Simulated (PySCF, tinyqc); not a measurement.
RHF in the sto-3g basis, for CH2, spin multiplicity 1, step by step. The lowest restricted solution is unstable here: a spin-polarised one lies 0.0327 hartree lower (PySCF). One step of it, computed by the program tinyqc.

Task: Iteration 1: building the Fock matrix. J_ij = sum D_kl (ij|kl), K_ij = sum D_kl (ik|jl); F = H + J - 0.5 K; E = tr D H + tr D J / 2 - 0.25 tr D K + E_nn.

D at the start, lower triangle:
```
            1C 1s      1C 2s    1C 2px     1C 2py     1C 2pz      2H 1s     3H 1s
1C 1s    2.128803
1C 2s   -0.528624   2.163587
1C 2px   0.000000   0.000000  2.000000
1C 2py   0.000000   0.000000  0.000000   2.257542
1C 2pz  -0.168582   0.720511  0.000000   0.000000   0.239970
2H 1s    0.058441  -0.227662  0.000000  -0.262784  -0.075805   0.054548
3H 1s    0.058441  -0.227662  0.000000   0.262784  -0.075805  -0.006629  0.054548
```

core Hamiltonian H = T + V (hartree), lower triangle:
```
             1C 1s      1C 2s     1C 2px     1C 2py     1C 2pz      2H 1s      3H 1s
1C 1s   -18.494888
1C 2s    -4.460235  -5.447070
1C 2px    0.000000   0.000000  -4.353972
1C 2py    0.000000   0.000000   0.000000  -4.464825
1C 2pz   -0.008365  -0.094590   0.000000   0.000000  -4.379555
2H 1s    -0.504183  -1.391817   0.000000  -1.164730  -0.572229  -2.858419
3H 1s    -0.504183  -1.391817   0.000000   1.164730  -0.572229  -0.181535  -2.858419
```

Two-electron integrals (ij|kl) in chemists' order, unique and non-zero (hartree):
```
(11|11) 3.541948    (21|11) 0.576921    (21|21) 0.111888    (22|11) 0.854682
(22|21) 0.205284    (22|22) 0.624709    (31|31) 0.020296    (32|31) 0.030858
(32|32) 0.137996    (33|11) 0.852436    (33|21) 0.205335    (33|22) 0.624568
(33|33) 0.672833    (41|41) 0.020296    (42|41) 0.030858    (42|42) 0.137996
(43|43) 0.036269    (44|11) 0.852436    (44|21) 0.205335    (44|22) 0.624568
(44|33) 0.600295    (44|44) 0.672833    (51|51) 0.020296    (52|51) 0.030858
(52|52) 0.137996    (53|53) 0.036269    (54|54) 0.036269    (55|11) 0.852436
(55|21) 0.205335    (55|22) 0.624568    (55|33) 0.600295    (55|44) 0.600295
(55|55) 0.672833    (61|11) 0.064731    (61|21) 0.012487    (61|22) 0.022907
(61|33) 0.022837    (61|41) 0.000648    (61|42) 0.001226    (61|44) 0.023014
(61|51) 0.000311    (61|52) 0.000589    (61|54) 0.000085    (61|55) 0.022878
(61|61) 0.001422    (62|11) 0.185783    (62|21) 0.045370    (62|22) 0.156119
(62|33) 0.152149    (62|41) 0.003835    (62|42) 0.028748    (62|44) 0.161695
(62|51) 0.001842    (62|52) 0.013811    (62|54) 0.004586    (62|55) 0.154352
(62|61) 0.005282    (62|62) 0.055757    (63|31) 0.004190    (63|32) 0.023320
(63|43) 0.005320    (63|53) 0.002556    (63|63) 0.006083    (64|11) 0.154861
(64|21) 0.038258    (64|22) 0.139578    (64|33) 0.132803    (64|41) 0.006914
(64|42) 0.046490    (64|44) 0.151181    (64|51) 0.001309    (64|52) 0.011131
(64|54) 0.006273    (64|55) 0.134588    (64|61) 0.004615    (64|62) 0.058996
(64|64) 0.067369    (65|11) 0.074395    (65|21) 0.018379    (65|22) 0.067053
(65|33) 0.063798    (65|41) 0.001309    (65|42) 0.011131    (65|44) 0.067516
(65|51) 0.004818    (65|52) 0.028667    (65|54) 0.007106    (65|55) 0.069768
(65|61) 0.002217    (65|62) 0.028342    (65|64) 0.029442    (65|65) 0.020227
(66|11) 0.364602    (66|21) 0.090458    (66|22) 0.355873    (66|33) 0.338778
(66|41) 0.008318    (66|42) 0.086750    (66|44) 0.380035    (66|51) 0.003996
(66|52) 0.041675    (66|54) 0.019820    (66|55) 0.348300    (66|61) 0.010600
(66|62) 0.172600    (66|64) 0.200433    (66|65) 0.096288    (66|66) 0.774606
(71|11) 0.064731    (71|21) 0.012487    (71|22) 0.022907    (71|33) 0.022837
(71|41) -0.000648   (71|42) -0.001226   (71|44) 0.023014    (71|51) 0.000311
(71|52) 0.000589    (71|54) -0.000085   (71|55) 0.022878    (71|61) 0.001377
(71|62) 0.004943    (71|64) 0.004021    (71|65) 0.002084    (71|66) 0.009837
(71|71) 0.001422    (72|11) 0.185783    (72|21) 0.045370    (72|22) 0.156119
(72|33) 0.152149    (72|41) -0.003835   (72|42) -0.028748   (72|44) 0.161695
(72|51) 0.001842    (72|52) 0.013811    (72|54) -0.004586   (72|55) 0.154352
(72|61) 0.004943    (72|62) 0.035875    (72|64) 0.028406    (72|65) 0.017762
(72|66) 0.082719    (72|71) 0.005282    (72|72) 0.055757    (73|31) 0.004190
(73|32) 0.023320    (73|43) -0.005320   (73|53) 0.002556    (73|63) 0.003537
(73|73) 0.006083    (74|11) -0.154861   (74|21) -0.038258   (74|22) -0.139578
(74|33) -0.132803   (74|41) 0.006914    (74|42) 0.046490    (74|44) -0.151181
(74|51) -0.001309   (74|52) -0.011131   (74|54) 0.006273    (74|55) -0.134588
(74|61) -0.004021   (74|62) -0.028406   (74|64) -0.019862   (74|65) -0.013865
(74|66) -0.064327   (74|71) -0.004615   (74|72) -0.058996   (74|74) 0.067369
(75|11) 0.074395    (75|21) 0.018379    (75|22) 0.067053    (75|33) 0.063798
(75|41) -0.001309   (75|42) -0.011131   (75|44) 0.067516    (75|51) 0.004818
(75|52) 0.028667    (75|54) -0.007106   (75|55) 0.069768    (75|61) 0.002084
(75|62) 0.017762    (75|64) 0.013865    (75|65) 0.012146    (75|66) 0.042857
(75|71) 0.002217    (75|72) 0.028342    (75|74) -0.029442   (75|75) 0.020227
(76|11) 0.022374    (76|21) 0.005477    (76|22) 0.019365    (76|33) 0.018908
(76|44) 0.019492    (76|51) 0.000390    (76|52) 0.003086    (76|55) 0.019674
(76|61) 0.000620    (76|62) 0.005851    (76|64) 0.005450    (76|65) 0.003295
(76|66) 0.016312    (76|71) 0.000620    (76|72) 0.005851    (76|74) -0.005450
(76|75) 0.003295    (76|76) 0.000794    (77|11) 0.364602    (77|21) 0.090458
(77|22) 0.355873    (77|33) 0.338778    (77|41) -0.008318   (77|42) -0.086750
(77|44) 0.380035    (77|51) 0.003996    (77|52) 0.041675    (77|54) -0.019820
(77|55) 0.348300    (77|61) 0.009837    (77|62) 0.082719    (77|64) 0.064327
(77|65) 0.042857    (77|66) 0.203310    (77|71) 0.010600    (77|72) 0.172600
(77|74) -0.200433   (77|75) 0.096288    (77|76) 0.016312    (77|77) 0.774606
```

nuclear repulsion = 4.60298331 hartree

Give: Coulomb J; exchange K; Fock matrix F; total energy of this density.

Result:

Coulomb J (hartree), lower triangle:
```
          1C 1s   1C 2s  1C 2px   1C 2py  1C 2pz   2H 1s   3H 1s
1C 1s   12.3133
1C 2s    2.4031  5.4977
1C 2px   0.0000  0.0000  5.5384
1C 2py   0.0000  0.0000  0.0000   5.5324
1C 2pz   0.0336  0.1601  0.0000   0.0000  5.4060
2H 1s    0.2696  1.3314  0.0000   1.1692  0.5798  2.9073
3H 1s    0.2696  1.3314  0.0000  -1.1692  0.5798  0.1645  2.9073
```

exchange K (hartree), lower triangle:
```
         1C 1s   1C 2s  1C 2px   1C 2py  1C 2pz   2H 1s   3H 1s
1C 1s   7.2666
1C 2s   1.2897  1.8330
1C 2px  0.0000  0.0000  1.7194
1C 2py  0.0000  0.0000  0.0000   1.7154
1C 2pz  0.0184  0.4420  0.0000   0.0000  0.5735
2H 1s   0.1544  0.4131  0.0000   0.2901  0.1378  0.1718
3H 1s   0.1544  0.4131  0.0000  -0.2901  0.1378  0.0506  0.1718
```

Fock matrix F (hartree), lower triangle:
```
          1C 1s    1C 2s  1C 2px   1C 2py   1C 2pz    2H 1s    3H 1s
1C 1s   -9.8149
1C 2s   -2.7020  -0.8659
1C 2px   0.0000   0.0000  0.3247
1C 2py   0.0000   0.0000  0.0000   0.2099
1C 2pz   0.0160  -0.1555  0.0000   0.0000   0.7397
2H 1s   -0.3118  -0.2670  0.0000  -0.1406  -0.0613  -0.0370
3H 1s   -0.3118  -0.2670  0.0000   0.1406  -0.0613  -0.0424  -0.0370
```

total energy of this density = -36.737943 hartree
